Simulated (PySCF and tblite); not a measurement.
(CH3)2CHCHF2, C4H8F2, numbered as in [CH3:1][CH:2]([CH3:3])[CH:4]([F:5])[F:6].

The ensemble was built from 60 distance-geometry starts (ETKDG and KDG, MMFF94s, GFN2-xTB) and rests on GFN2-xTB geometries. Energies: PBE0-D3(BJ)/pcSseg-1, with GFN2-xTB thermal terms (modes under about 100 cm⁻¹ blended into free rotors). Symmetry numbers and mirror images are counted. Conformers within 3 kcal/mol (GFN2-xTB free energy) were kept, 10 at most. Couplings: B3LYP/6-31G* with pcJ-1 on H, F (gas phase; spin-dipole term only for pairs with B, N, F, Si or P). Couplings are for ¹⁹F, ¹H. H–H couplings come out 0.1 to 0.9 Hz lower than with pcJ-1 on all atoms. Codes: tblite and PySCF.

Torsions listed: C1–C2–C4–F5. Of a mirror pair one member is shown.

```csv
conformer,shape,weight %
1,-56°,68.1
2,60°,31.9
```

Give the couplings in each conformer and the averages at 298.15 K (pairs that fast motion interchanges averaged).


| coupling | pairs | 1 | 2 | average (Hz) |
| --- | --- | --- | --- | --- |
| ³J(H2,F5) | 2 | 13.0 | 8.8 | 11.7 |
| ²J(H4,F5) | 2 | 63.8 | 63.1 | 63.6 |
| ²J(H1,H1) | 6 | -14.0 | -14.1 | -14.1 |
| ³J(H1,H2) | 6 | 7.0 | 6.8 | 6.9 |
| ³J(H2,H4) | 1 | 1.2 | 7.6 | 3.3 |

Computed couplings to fluorine can be off by tens of per cent at such levels.

F–F couplings are left out: such levels miss them by tens of Hz and can give the wrong sign.


Conformer gaps in pcSseg-1 on xTB geometries can be 2 kcal/mol off for S=O, P=O and other polar bonds.